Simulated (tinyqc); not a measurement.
Worked calculation: RHF in the sto-6g basis, for H2O, spin multiplicity 1. One step of it, computed by the program tinyqc.

Problem. Iteration 1: building the Fock matrix. J_ij = sum D_kl (ij|kl), K_ij = sum D_kl (ik|jl); F = H + J - 0.5 K; E = tr D H + tr D J / 2 - 0.25 tr D K + E_nn.

D at the start, lower triangle:
```
            1O 1s      1O 2s    1O 2px     1O 2py    1O 2pz     2H 1s     3H 1s
1O 1s    2.138227
1O 2s   -0.479128   2.088227
1O 2px   0.000000   0.000000  1.307862
1O 2py   0.000000   0.000000  0.000000   1.164504
1O 2pz   0.015856  -0.092700  0.000000   0.000000  1.226606
2H 1s   -0.013243   0.036017  0.000000   0.116795  0.059868  0.996882
3H 1s   -0.013243   0.036017  0.000000  -0.116795  0.059868  0.075778  0.996882
```

core Hamiltonian H = T + V (hartree), lower triangle:
```
             1O 1s      1O 2s     1O 2px     1O 2py     1O 2pz      2H 1s      3H 1s
1O 1s   -33.020040
1O 2s    -7.299004  -9.233249
1O 2px    0.000000   0.000000  -7.463279
1O 2py    0.000000   0.000000   0.000000  -7.606212
1O 2pz   -0.020421  -0.228428   0.000000   0.000000  -7.562965
2H 1s    -1.704077  -3.647881   0.000000  -1.931325  -1.689342  -5.029865
3H 1s    -1.704077  -3.647881   0.000000   1.931325  -1.689342  -1.633081  -5.029865
```

Two-electron integrals (ij|kl) in chemists' order, unique and non-zero (hartree):
```
(11|11) 4.787491    (21|11) 0.675884    (21|21) 0.121505    (22|11) 1.117379
(22|21) 0.249212    (22|22) 0.817383    (31|31) 0.025762    (32|31) 0.039145
(32|32) 0.180664    (33|11) 1.117381    (33|21) 0.249212    (33|22) 0.817382
(33|33) 0.880663    (41|41) 0.025762    (42|41) 0.039145    (42|42) 0.180664
(43|43) 0.047461    (44|11) 1.117381    (44|21) 0.249212    (44|22) 0.817382
(44|33) 0.785741    (44|44) 0.880663    (51|51) 0.025762    (52|51) 0.039145
(52|52) 0.180664    (53|53) 0.047461    (54|54) 0.047461    (55|11) 1.117381
(55|21) 0.249212    (55|22) 0.817382    (55|33) 0.785741    (55|44) 0.785741
(55|55) 0.880663    (61|11) 0.167269    (61|21) 0.028812    (61|22) 0.057769
(61|33) 0.057644    (61|41) 0.001079    (61|42) 0.002104    (61|44) 0.057865
(61|51) 0.000901    (61|52) 0.001757    (61|54) 0.000185    (61|55) 0.057798
(61|61) 0.006964    (62|11) 0.393535    (62|21) 0.088935    (62|22) 0.321346
(62|33) 0.316106    (62|41) 0.005443    (62|42) 0.039577    (62|44) 0.325366
(62|51) 0.004545    (62|52) 0.033051    (62|54) 0.007733    (62|55) 0.322564
(62|61) 0.021182    (62|62) 0.154937    (63|31) 0.010048    (63|32) 0.055997
(63|43) 0.008229    (63|53) 0.006872    (63|63) 0.022341    (64|11) 0.213278
(64|21) 0.048898    (64|22) 0.188463    (64|33) 0.179889    (64|41) 0.012701
(64|42) 0.078122    (64|44) 0.201804    (64|51) 0.002215    (64|52) 0.018477
(64|54) 0.011429    (64|55) 0.183695    (64|61) 0.012201    (64|62) 0.110510
(64|64) 0.100391    (65|11) 0.178113    (65|21) 0.040836    (65|22) 0.157389
(65|33) 0.150229    (65|41) 0.002215    (65|42) 0.018477    (65|44) 0.154787
(65|51) 0.011898    (65|52) 0.071427    (65|54) 0.012035    (65|55) 0.167152
(65|61) 0.010189    (65|62) 0.092289    (65|64) 0.065181    (65|65) 0.076775
(66|11) 0.525002    (66|21) 0.120843    (66|22) 0.497894    (66|33) 0.477815
(66|41) 0.009919    (66|42) 0.097423    (66|44) 0.513302    (66|51) 0.008284
(66|52) 0.081360    (66|54) 0.029636    (66|55) 0.502565    (66|61) 0.029111
(66|62) 0.299068    (66|64) 0.243813    (66|65) 0.203614    (66|66) 0.774999
(71|11) 0.167269    (71|21) 0.028812    (71|22) 0.057769    (71|33) 0.057644
(71|41) -0.001079   (71|42) -0.002104   (71|44) 0.057865    (71|51) 0.000901
(71|52) 0.001757    (71|54) -0.000185   (71|55) 0.057798    (71|61) 0.006866
(71|62) 0.020513    (71|64) 0.010717    (71|65) 0.009863    (71|66) 0.027806
(71|71) 0.006964    (72|11) 0.393535    (72|21) 0.088935    (72|22) 0.321346
(72|33) 0.316106    (72|41) -0.005443   (72|42) -0.039577   (72|44) 0.325366
(72|51) 0.004545    (72|52) 0.033051    (72|54) -0.007733   (72|55) 0.322564
(72|61) 0.020513    (72|62) 0.127690    (72|64) 0.062388    (72|65) 0.074009
(72|66) 0.204606    (72|71) 0.021182    (72|72) 0.154937    (73|31) 0.010048
(73|32) 0.055997    (73|43) -0.008229   (73|53) 0.006872    (73|63) 0.017899
(73|73) 0.022341    (74|11) -0.213278   (74|21) -0.048898   (74|22) -0.188463
(74|33) -0.179889   (74|41) 0.012701    (74|42) 0.078122    (74|44) -0.201804
(74|51) -0.002215   (74|52) -0.018477   (74|54) 0.011429    (74|55) -0.183695
(74|61) -0.010717   (74|62) -0.062388   (74|64) -0.012967   (74|65) -0.035310
(74|66) -0.087464   (74|71) -0.012201   (74|72) -0.110510   (74|74) 0.100391
(75|11) 0.178113    (75|21) 0.040836    (75|22) 0.157389    (75|33) 0.150229
(75|41) -0.002215   (75|42) -0.018477   (75|44) 0.154787    (75|51) 0.011898
(75|52) 0.071427    (75|54) -0.012035   (75|55) 0.167152    (75|61) 0.009863
(75|62) 0.074009    (75|64) 0.035310    (75|65) 0.060135    (75|66) 0.130305
(75|71) 0.010189    (75|72) 0.092289    (75|74) -0.065181   (75|75) 0.076775
(76|11) 0.162430    (76|21) 0.037082    (76|22) 0.145028    (76|33) 0.141615
(76|44) 0.144253    (76|51) 0.003000    (76|52) 0.025731    (76|55) 0.149214
(76|61) 0.008750    (76|62) 0.069852    (76|64) 0.042819    (76|65) 0.046784
(76|66) 0.139472    (76|71) 0.008750    (76|72) 0.069852    (76|74) -0.042819
(76|75) 0.046784    (76|76) 0.038345    (77|11) 0.525002    (77|21) 0.120843
(77|22) 0.497894    (77|33) 0.477815    (77|41) -0.009919   (77|42) -0.097423
(77|44) 0.513302    (77|51) 0.008284    (77|52) 0.081360    (77|54) -0.029636
(77|55) 0.502565    (77|61) 0.027806    (77|62) 0.204606    (77|64) 0.087464
(77|65) 0.130305    (77|66) 0.347474    (77|71) 0.029111    (77|72) 0.299068
(77|74) -0.243813   (77|75) 0.203614    (77|76) 0.139472    (77|77) 0.774999
```

nuclear repulsion = 9.06605325 hartree

Give: Coulomb J; exchange K; Fock matrix F; total energy of this density.

Solution.

Coulomb J (hartree), lower triangle:
```
          1O 1s   1O 2s  1O 2px   1O 2py  1O 2pz   2H 1s   3H 1s
1O 1s   17.3171
1O 2s    3.0615  8.0644
1O 2px   0.0000  0.0000  8.0245
1O 2py   0.0000  0.0000  0.0000   8.0947
1O 2pz   0.0150  0.1643  0.0000   0.0000  8.0740
2H 1s    0.7325  3.2015  0.0000   1.8821  1.6306  5.1630
3H 1s    0.7325  3.2015  0.0000  -1.8821  1.6306  1.4709  5.1630
```

exchange K (hartree), lower triangle:
```
         1O 1s   1O 2s  1O 2px   1O 2py  1O 2pz   2H 1s   3H 1s
1O 1s   9.9490
1O 2s   1.5641  2.7924
1O 2px  0.0000  0.0000  1.7204
1O 2py  0.0000  0.0000  0.0000   1.8465
1O 2pz  0.0204  0.1731  0.0000   0.0000  1.8099
2H 1s   0.4238  1.3498  0.0000   0.6015  0.5865  1.4761
3H 1s   0.4238  1.3498  0.0000  -0.6015  0.5865  0.6672  1.4761
```

Fock matrix F (hartree), lower triangle:
```
           1O 1s    1O 2s   1O 2px   1O 2py   1O 2pz    2H 1s    3H 1s
1O 1s   -20.6775
1O 2s    -5.0196  -2.5651
1O 2px    0.0000   0.0000  -0.2990
1O 2py    0.0000   0.0000   0.0000  -0.4348
1O 2pz   -0.0156  -0.1507   0.0000   0.0000  -0.3939
2H 1s    -1.1835  -1.1213   0.0000  -0.3500  -0.3520  -0.6049
3H 1s    -1.1835  -1.1213   0.0000   0.3500  -0.3520  -0.4958  -0.6049
```

total energy of this density = -76.185465 hartree

This density is the starting one; it is not idempotent, so its energy is not variational and may lie below the converged one.
